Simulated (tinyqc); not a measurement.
Inside a calculation. Method: UHF in the sto-3g basis, for CH2, spin multiplicity 3. One step of it, computed by the program tinyqc.

Task: Iteration 1: building the Fock matrix. J_ij = sum D_kl (ij|kl) with D = D(alpha) + D(beta), K_ij = sum D_kl (ik|jl) for each spin; F = H + J - K(s); E = tr D H + tr D J / 2 - 0.5 sum_s tr D(s) K(s) + E_nn.

D(alpha) at the start, lower triangle:
```
,1C 1s,1C 2s,1C 2px,1C 2py,1C 2pz,2H 1s,3H 1s
1C 1s,0.934851
1C 2s,-0.085342,1.023161
1C 2px,0.248827,-0.440825,0.559659
1C 2py,0.002110,0.163384,0.016257,0.807623
1C 2pz,-0.087440,0.363142,0.094653,-0.098296,1.092277
2H 1s,0.028525,-0.348052,0.112165,-0.812460,-0.393503,1.168645
3H 1s,-0.141385,-0.176101,0.397410,0.499241,-0.381606,-0.077563,1.065911
```

D(beta) at the start, lower triangle:
```
,1C 1s,1C 2s,1C 2px,1C 2py,1C 2pz,2H 1s,3H 1s
1C 1s,0.338590
1C 2s,-0.242034,0.522049
1C 2px,0.110005,-0.010988,0.054549
1C 2py,0.275584,0.136444,0.180104,0.660970
1C 2pz,-0.146132,0.464380,-0.037293,-0.046315,1.056909
2H 1s,-0.305639,-0.231734,-0.172603,-0.615343,-0.478175,0.890767
3H 1s,0.020809,0.188916,0.108305,0.494110,-0.447416,-0.129753,0.795808
```

core Hamiltonian H = T + V (hartree), lower triangle:
```
,1C 1s,1C 2s,1C 2px,1C 2py,1C 2pz,2H 1s,3H 1s
1C 1s,-18.578544
1C 2s,-4.481012,-5.525679
1C 2px,0.000000,0.000000,-4.419055
1C 2py,0.000000,0.000000,0.000000,-4.542680
1C 2pz,-0.013159,-0.144760,0.000000,0.000000,-4.472338
2H 1s,-0.705954,-1.787373,0.000000,-1.321245,-0.895187,-3.138356
3H 1s,-0.705954,-1.787373,0.000000,1.321245,-0.895187,-0.399870,-3.138356
```

Two-electron integrals (ij|kl) in chemists' order, unique and non-zero (hartree):
```
i,j,k,l,(ij|kl)
1,1,1,1,3.541948
2,1,1,1,0.576921
2,1,2,1,0.111888
2,2,1,1,0.854682
2,2,2,1,0.205284
2,2,2,2,0.624709
3,1,3,1,0.020296
3,2,3,1,0.030858
3,2,3,2,0.137996
3,3,1,1,0.852436
3,3,2,1,0.205335
3,3,2,2,0.624568
3,3,3,3,0.672833
4,1,4,1,0.020296
4,2,4,1,0.030858
4,2,4,2,0.137996
4,3,4,3,0.036269
4,4,1,1,0.852436
4,4,2,1,0.205335
4,4,2,2,0.624568
4,4,3,3,0.600295
4,4,4,4,0.672833
5,1,5,1,0.020296
5,2,5,1,0.030858
5,2,5,2,0.137996
5,3,5,3,0.036269
5,4,5,4,0.036269
5,5,1,1,0.852436
5,5,2,1,0.205335
5,5,2,2,0.624568
5,5,3,3,0.600295
5,5,4,4,0.600295
5,5,5,5,0.672833
6,1,1,1,0.090250
6,1,2,1,0.017411
6,1,2,2,0.031934
6,1,3,3,0.031828
6,1,4,1,0.000865
6,1,4,2,0.001627
6,1,4,4,0.032058
6,1,5,1,0.000568
6,1,5,2,0.001068
6,1,5,4,0.000151
6,1,5,5,0.031927
6,1,6,1,0.002767
6,2,1,1,0.238801
6,2,2,1,0.058234
6,2,2,2,0.197879
6,2,3,3,0.192941
6,2,4,1,0.004611
6,2,4,2,0.033243
6,2,4,4,0.203157
6,2,5,1,0.003027
6,2,5,2,0.021824
6,2,5,4,0.006707
6,2,5,5,0.197344
6,2,6,1,0.009463
6,2,6,2,0.085779
6,3,3,1,0.005626
6,3,3,2,0.030562
6,3,4,3,0.006310
6,3,5,3,0.004143
6,3,6,3,0.009905
6,4,1,1,0.177695
6,4,2,1,0.043861
6,4,2,2,0.158032
6,4,3,3,0.150181
6,4,4,1,0.008613
6,4,4,2,0.054894
6,4,4,4,0.170317
6,4,5,1,0.001961
6,4,5,2,0.015975
6,4,5,4,0.009077
6,4,5,5,0.153420
6,4,6,1,0.007423
6,4,6,2,0.081228
6,4,6,4,0.085424
6,5,1,1,0.116658
6,5,2,1,0.028795
6,5,2,2,0.103750
6,5,3,3,0.098595
6,5,4,1,0.001961
6,5,4,2,0.015975
6,5,4,4,0.103530
6,5,5,1,0.006914
6,5,5,2,0.041049
6,5,5,4,0.009550
6,5,5,5,0.109007
6,5,6,1,0.004873
6,5,6,2,0.053327
6,5,6,4,0.049579
6,5,6,5,0.042454
6,6,1,1,0.404307
6,6,2,1,0.100228
6,6,2,2,0.388923
6,6,3,3,0.368989
6,6,4,1,0.009294
6,6,4,2,0.091956
6,6,4,4,0.410405
6,6,5,1,0.006102
6,6,5,2,0.060370
6,6,5,4,0.027191
6,6,5,5,0.386839
6,6,6,1,0.016460
6,6,6,2,0.220959
6,6,6,4,0.230211
6,6,6,5,0.151136
6,6,6,6,0.774606
7,1,1,1,0.090250
7,1,2,1,0.017411
7,1,2,2,0.031934
7,1,3,3,0.031828
7,1,4,1,-0.000865
7,1,4,2,-0.001627
7,1,4,4,0.032058
7,1,5,1,0.000568
7,1,5,2,0.001068
7,1,5,4,-0.000151
7,1,5,5,0.031927
7,1,6,1,0.002687
7,1,6,2,0.008914
7,1,6,4,0.006432
7,1,6,5,0.004601
7,1,6,6,0.015301
7,1,7,1,0.002767
7,2,1,1,0.238801
7,2,2,1,0.058234
7,2,2,2,0.197879
7,2,3,3,0.192941
7,2,4,1,-0.004611
7,2,4,2,-0.033243
7,2,4,4,0.203157
7,2,5,1,0.003027
7,2,5,2,0.021824
7,2,5,4,-0.006707
7,2,5,5,0.197344
7,2,6,1,0.008914
7,2,6,2,0.059711
7,2,6,4,0.041177
7,2,6,5,0.036146
7,2,6,6,0.118102
7,2,7,1,0.009463
7,2,7,2,0.085779
7,3,3,1,0.005626
7,3,3,2,0.030562
7,3,4,3,-0.006310
7,3,5,3,0.004143
7,3,6,3,0.006405
7,3,7,3,0.009905
7,4,1,1,-0.177695
7,4,2,1,-0.043861
7,4,2,2,-0.158032
7,4,3,3,-0.150181
7,4,4,1,0.008613
7,4,4,2,0.054894
7,4,4,4,-0.170317
7,4,5,1,-0.001961
7,4,5,2,-0.015975
7,4,5,4,0.009077
7,4,5,5,-0.153420
7,4,6,1,-0.006432
7,4,6,2,-0.041177
7,4,6,4,-0.022969
7,4,6,5,-0.024503
7,4,6,6,-0.077206
7,4,7,1,-0.007423
7,4,7,2,-0.081228
7,4,7,4,0.085424
7,5,1,1,0.116658
7,5,2,1,0.028795
7,5,2,2,0.103750
7,5,3,3,0.098595
7,5,4,1,-0.001961
7,5,4,2,-0.015975
7,5,4,4,0.103530
7,5,5,1,0.006914
7,5,5,2,0.041049
7,5,5,4,-0.009550
7,5,5,5,0.109007
7,5,6,1,0.004601
7,5,6,2,0.036146
7,5,6,4,0.024503
7,5,6,5,0.027840
7,5,6,6,0.075461
7,5,7,1,0.004873
7,5,7,2,0.053327
7,5,7,4,-0.049579
7,5,7,5,0.042454
7,6,1,1,0.048893
7,6,2,1,0.011985
7,6,2,2,0.042634
7,6,3,3,0.041408
7,6,4,4,0.042622
7,6,5,1,0.001015
7,6,5,2,0.007988
7,6,5,5,0.043827
7,6,6,1,0.001905
7,6,6,2,0.016658
7,6,6,4,0.013761
7,6,6,5,0.011380
7,6,6,6,0.040480
7,6,7,1,0.001905
7,6,7,2,0.016658
7,6,7,4,-0.013761
7,6,7,5,0.011380
7,6,7,6,0.004092
7,7,1,1,0.404307
7,7,2,1,0.100228
7,7,2,2,0.388923
7,7,3,3,0.368989
7,7,4,1,-0.009294
7,7,4,2,-0.091956
7,7,4,4,0.410405
7,7,5,1,0.006102
7,7,5,2,0.060370
7,7,5,4,-0.027191
7,7,5,5,0.386839
7,7,6,1,0.015301
7,7,6,2,0.118102
7,7,6,4,0.077206
7,7,6,5,0.075461
7,7,6,6,0.243871
7,7,7,1,0.016460
7,7,7,2,0.220959
7,7,7,4,-0.230211
7,7,7,5,0.151136
7,7,7,6,0.040480
7,7,7,7,0.774606
```

nuclear repulsion = 5.14585982 hartree

Give: Coulomb J; exchange K(alpha); exchange K(beta); F(alpha); F(beta); total energy of this density.

Result:

Coulomb J (hartree), lower triangle:
```
,1C 1s,1C 2s,1C 2px,1C 2py,1C 2pz,2H 1s,3H 1s
1C 1s,9.026
1C 2s,1.845,4.702
1C 2px,-0.008,-0.075,4.624
1C 2py,0.018,0.029,0.007,4.722
1C 2pz,0.028,0.205,0.008,-0.022,4.748
2H 1s,0.290,1.564,-0.015,1.271,0.881,3.428
3H 1s,0.288,1.570,-0.016,-1.275,0.894,0.347,3.479
```

exchange K(alpha) (hartree), lower triangle:
```
,1C 1s,1C 2s,1C 2px,1C 2py,1C 2pz,2H 1s,3H 1s
1C 1s,3.341
1C 2s,0.675,0.889
1C 2px,0.132,-0.163,0.565
1C 2py,0.051,0.028,-0.034,0.432
1C 2pz,-0.042,0.086,0.113,-0.100,0.791
2H 1s,0.115,0.289,-0.015,0.019,0.110,0.520
3H 1s,0.059,0.329,0.074,-0.127,0.167,0.118,0.629
```

exchange K(beta) (hartree), lower triangle:
```
,1C 1s,1C 2s,1C 2px,1C 2py,1C 2pz,2H 1s,3H 1s
1C 1s,0.962
1C 2s,0.049,0.474
1C 2px,0.091,0.003,0.151
1C 2py,0.191,0.049,0.071,0.295
1C 2pz,-0.084,0.140,-0.030,-0.058,0.635
2H 1s,-0.080,0.168,-0.034,0.019,0.072,0.365
3H 1s,-0.036,0.288,0.002,-0.076,0.121,0.090,0.498
```

F(alpha) (hartree), lower triangle:
```
,1C 1s,1C 2s,1C 2px,1C 2py,1C 2pz,2H 1s,3H 1s
1C 1s,-12.894
1C 2s,-3.311,-1.713
1C 2px,-0.140,0.088,-0.360
1C 2py,-0.033,0.001,0.041,-0.253
1C 2pz,0.057,-0.026,-0.105,0.078,-0.515
2H 1s,-0.531,-0.513,0.000,-0.069,-0.124,-0.231
3H 1s,-0.477,-0.546,-0.090,0.173,-0.168,-0.171,-0.288
```

F(beta) (hartree), lower triangle:
```
,1C 1s,1C 2s,1C 2px,1C 2py,1C 2pz,2H 1s,3H 1s
1C 1s,-10.515
1C 2s,-2.685,-1.298
1C 2px,-0.099,-0.079,0.055
1C 2py,-0.173,-0.019,-0.064,-0.115
1C 2pz,0.099,-0.080,0.038,0.036,-0.359
2H 1s,-0.336,-0.392,0.019,-0.069,-0.086,-0.076
3H 1s,-0.381,-0.506,-0.019,0.123,-0.122,-0.143,-0.157
```

total energy of this density = -27.71056 hartree
